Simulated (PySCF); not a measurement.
Bond length, frequency and bond energy of AlCl by level of theory

State: ¹Σ⁺ (singlet), closed shell. Set-up: PySCF, no relativity, basis sets Al def2-TZVPPD, Cl def2-TZVPPD. De refers to Al + Cl in their high-spin ground configurations, without counterpoise correction. A positive dipole means Al(−)Cl(+).

```json
{"Level": "RHF", "Re (Å)": "2.150", "ωe (cm⁻¹)": "475", "De (eV)": "4.01", "μ (D)": "-1.61", "CPU s a point (SCF and correlation, without the integrals)": "0.6"}
{"Level": "RHF-MP2", "Re (Å)": "2.148", "ωe (cm⁻¹)": "479", "De (eV)": "5.32", "μ (D)": "n/a", "CPU s a point (SCF and correlation, without the integrals)": "0.96"}
{"Level": "RHF-SCS-MP2", "Re (Å)": "2.151", "ωe (cm⁻¹)": "476", "De (eV)": "5.18", "μ (D)": "n/a", "CPU s a point (SCF and correlation, without the integrals)": "n/a"}
{"Level": "RHF-CCSD", "Re (Å)": "2.148", "ωe (cm⁻¹)": "480", "De (eV)": "4.98", "μ (D)": "n/a", "CPU s a point (SCF and correlation, without the integrals)": "n/a"}
{"Level": "RHF-CCSD(T)", "Re (Å)": "2.150", "ωe (cm⁻¹)": "478", "De (eV)": "5.10", "μ (D)": "n/a", "CPU s a point (SCF and correlation, without the integrals)": "14"}
{"Level": "PBE", "Re (Å)": "2.165", "ωe (cm⁻¹)": "455", "De (eV)": "5.25", "μ (D)": "-1.63", "CPU s a point (SCF and correlation, without the integrals)": "1.5"}
{"Level": "PW91", "Re (Å)": "2.163", "ωe (cm⁻¹)": "456", "De (eV)": "5.28", "μ (D)": "-1.64", "CPU s a point (SCF and correlation, without the integrals)": "0.95"}
{"Level": "r²SCAN", "Re (Å)": "2.146", "ωe (cm⁻¹)": "474", "De (eV)": "5.23", "μ (D)": "-1.41", "CPU s a point (SCF and correlation, without the integrals)": "2.2"}
{"Level": "M06-L", "Re (Å)": "2.142", "ωe (cm⁻¹)": "474", "De (eV)": "5.42", "μ (D)": "-1.47", "CPU s a point (SCF and correlation, without the integrals)": "2.3"}
{"Level": "r²SCANh", "Re (Å)": "2.142", "ωe (cm⁻¹)": "477", "De (eV)": "5.18", "μ (D)": "-1.44", "CPU s a point (SCF and correlation, without the integrals)": "2.9"}
{"Level": "PBE0", "Re (Å)": "2.147", "ωe (cm⁻¹)": "472", "De (eV)": "5.16", "μ (D)": "-1.59", "CPU s a point (SCF and correlation, without the integrals)": "4.8"}
{"Level": "r²SCAN0", "Re (Å)": "2.138", "ωe (cm⁻¹)": "481", "De (eV)": "5.12", "μ (D)": "-1.48", "CPU s a point (SCF and correlation, without the integrals)": "2.9"}
{"Level": "M06-2X", "Re (Å)": "2.149", "ωe (cm⁻¹)": "470", "De (eV)": "5.38", "μ (D)": "-1.85", "CPU s a point (SCF and correlation, without the integrals)": "2.9"}
{"Level": "ωB97M-V", "Re (Å)": "2.156", "ωe (cm⁻¹)": "463", "De (eV)": "5.40", "μ (D)": "-1.90", "CPU s a point (SCF and correlation, without the integrals)": "7.4"}
```

Which functional lies closest to RHF-CCSD(T) in De, which farthest, and by how much do they differ from it?

Closest is r²SCAN0 (-1.2 pm in Re, +0.6 % in ωe, +0.02 eV in De against RHF-CCSD(T) in the same basis), farthest M06-L (-0.8 pm in Re, -0.8 % in ωe, +0.32 eV in De). CCSD(T) converges more slowly with the basis than the functionals do and binds too weakly in this one, so the order can change at the basis-set limit.

What does a quarter of exact exchange do here, going from PBE to PBE0?

PBE0 less PBE: -1.8 pm in Re, +3.7 % in ωe, -0.09 eV in De. Exact exchange removes part of the self-interaction that spreads semilocal densities, and in most molecules shortens and stiffens the bond and lowers De; so it does here.

What does the step from GGA to meta-GGA do here, going from PBE to r²SCAN?

r²SCAN less PBE: -1.9 pm in Re, +4.2 % in ωe, -0.02 eV in De. 

Measured (Huber and Herzberg, Constants of Diatomic Molecules (1979)): Re = 2.130113 Å, ωe = 481.3 cm⁻¹.

Correlated steps freeze 10 core orbitals. Where the molecule has an RHF reference, its open-shell atoms are computed with UHF.

The whole job (state search and all levels along the bond) took about 4.7 min on 2 threads of Arm Neoverse V2 (shared host), peak memory 2.9 GiB.
